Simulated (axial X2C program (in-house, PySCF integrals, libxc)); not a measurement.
## SiCl⁺: cheaper levels and CCSD(T), two-component

Computed with an axial X2C code built on PySCF integrals. Two-component (2c) means X2C with spin–orbit coupling and atomic mean-field two-electron Coulomb and Gaunt terms. Basis: Cl dyall-av3z [9s8p3d2f], Si dyall-v3z [8s7p2d1f] (cores contracted in-house); Gaussian nuclei, density fitting, unrestricted open shells. Masses: Cl 34.969 u, Si 27.977 u.

State: Ω = 0 (closed shell); fragments Cl + Si+.

| level | Re (Å) | ωe (cm⁻¹) | De (eV) |
| --- | --- | --- | --- |
| PBE0 | 1.965 | 665.6 | 5.14 |
| HF | 1.954 | 690.2 | 3.55 |
| MP2 | 1.965 | 675.1 | 5.13 |
| CCSD | 1.964 | 674.4 | 4.77 |
| PBEsol | 1.978 | 643.3 | 5.65 |

Correlated methods: 10 electrons correlated (number of frozen shells: Cl 2 s, 1 p; Si 2 s, 1 p), 168 virtual spin orbitals or spinors in MP2, 90 natural virtuals in coupled cluster.

CCSD(T), same Hamiltonian and basis:

Re = 1.970 Å, ωe = 663.2 cm⁻¹, De = 4.94 eV; T1 = 0.016 (Lee–Taylor normalisation).

Q: Give the differences from CCSD(T) in the columns below.

A: 

```tsv
level	ΔRe (Å)	Δωe (cm⁻¹)	ΔDe (eV)
PBE0	-0.005	2	0.20
HF	-0.016	27	-1.39
MP2	-0.005	12	0.19
CCSD	-0.006	11	-0.17
PBEsol	0.008	-20	0.71
```

The state is a single determinant with fixed occupations, the lowest that a limited PBE0 search found. The closed shell is kept restricted, so the energy runs too high when the bond is stretched far. Dissociation energies refer to the lowest single-determinant-based atoms at the same level and basis. CCSD and (T) use frozen natural virtuals with an MP2 correction for the truncation; (T) itself is uncorrected, so its De runs slightly low. The 2c atoms are single determinants rather than J levels; their spin–orbit lowering is only partly caught, and De is too large by that part. This holds for PBE0, PBEsol. The functionals have no current-density term, which raises determinants with orbital currents, atoms included.
